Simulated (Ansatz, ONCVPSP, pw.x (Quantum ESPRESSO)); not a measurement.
# What a changed setting does to a pw.x run (diamond Si)

Potential: optimised norm-conserving Vanderbilt (ONCV), ONCVPSP 4.0.1.1 (patched build), PBE; core [Ne], reference 3s2 3p2; waves: 3s: rc 2.00 bohr, ncon 4, nbas 8, qcut 2.8 1/bohr, 2 projectors, debl 0.7 Ha; 3p: rc 2.00 bohr, ncon 4, nbas 9, qcut 5 1/bohr, 2 projectors, debl 0.9 Ha; d scattering state at 0.25 Ha: rc 1.84 bohr, ncon 4, nbas 9, qcut 6.4 1/bohr, 2 projectors, debl 3.7 Ha; local part: polynomial inside 1.58 bohr (lpopt 5, dvloc0 2 Ha); core correction: polynomial model core, fcfact 0.15.

The reference run (k-mesh 8³, cutoffs 100/400 Ry, Fermi–Dirac 0.01 Ry, mixing_beta 0.4, conv_thr 1e-9, no spin) gives -0.38 GPa at 20.463 Å³/atom, where all-electron LAPW gives -0.05 GPa. This run, with its own iteration cap, changes ecutrho/ecutwfc to 1.2, a wrong or extreme entry chosen on purpose.

```
&control
  calculation='scf', prefix='x', pseudo_dir='./', outdir='./tmp', tstress=.true., disk_io='none'
/
&system
  ibrav=0, nat=2, ntyp=1, ecutwfc=100, ecutrho=120, nbnd=11,
  occupations='smearing', smearing='fd', degauss=0.01
/
&electrons
  conv_thr=1e-09, mixing_beta=0.4, electron_maxstep=70
/
ATOMIC_SPECIES
Si 1.0 Si.UPF
CELL_PARAMETERS angstrom
  0.00000000 2.73520428 2.73520428
  2.73520428 0.00000000 2.73520428
  2.73520428 2.73520428 0.00000000
ATOMIC_POSITIONS crystal
Si 0.0000 0.0000 0.0000
Si 0.2500 0.2500 0.2500
K_POINTS automatic
8 8 8 0 0 0
```

```bash
pw.x < Si.scf.in > Si.scf.out
```

How does the run end?

It converges in 7 iterations; the free energy moves by +0.2 meV/atom and the pressure by -0.01 GPa. Below 4 the density is truncated and F is no longer variational, so a small shift in one case is no licence.

```
Message from routine set_cutoff:
     ecutrho < 4*ecutwfc, are you sure?
     Message from routine setup:
     using ibrav=0 with symmetry is DISCOURAGED, use correct ibrav instead
     lattice parameter (alat)  =       7.3098  a.u.
     unit-cell volume          =     276.1823 (a.u.)^3
     number of electrons       =         8.00
     number of Kohn-Sham states=           11
     kinetic-energy cutoff     =     100.0000  Ry
     charge density cutoff     =     120.0000  Ry
     scf convergence threshold =      1.0E-09
     Exchange-correlation= PBE
     number of k points=    29  Fermi-Dirac smearing, width (Ry)=  0.0100
     iteration #  1     ecut=   100.00 Ry     beta= 0.40
     total energy              =     -18.32189284 Ry
     estimated scf accuracy    <       0.05539217 Ry
     iteration #  2     ecut=   100.00 Ry     beta= 0.40
     total energy              =     -18.31906355 Ry
     estimated scf accuracy    <       0.01572587 Ry
     iteration #  3     ecut=   100.00 Ry     beta= 0.40
     total energy              =     -18.31969645 Ry
     estimated scf accuracy    <       0.00017448 Ry
     iteration #  4     ecut=   100.00 Ry     beta= 0.40
     total energy              =     -18.31971125 Ry
     estimated scf accuracy    <       0.00000185 Ry
     iteration #  5     ecut=   100.00 Ry     beta= 0.40
     total energy              =     -18.31971206 Ry
     estimated scf accuracy    <       0.00000010 Ry
     iteration #  6     ecut=   100.00 Ry     beta= 0.40
     total energy              =     -18.31971209 Ry
     estimated scf accuracy    <          1.6E-09 Ry
     iteration #  7     ecut=   100.00 Ry     beta= 0.40
     the Fermi energy is     6.2489 ev
!    total energy              =     -18.31971210 Ry
     estimated scf accuracy    <          2.5E-10 Ry
     smearing contrib. (-TS)   =      -0.00026965 Ry
     The total energy is F=E-TS. E is the sum of the following terms:
     one-electron contribution =       4.83307169 Ry
     hartree contribution      =       1.12205420 Ry
     xc contribution           =      -7.59971423 Ry
     ewald contribution        =     -16.67485411 Ry
     convergence has been achieved in   7 iterations
          total   stress  (Ry/bohr**3)                   (kbar)     P=       -3.86
     Message from routine punch:
     Nothing written, as per user request (disk_io='none')
```

The run took about 6.5 s on one core of a shared host (Intel(R) Xeon(R) 6975P-C, 192 threads, 1512 GiB, load 45).
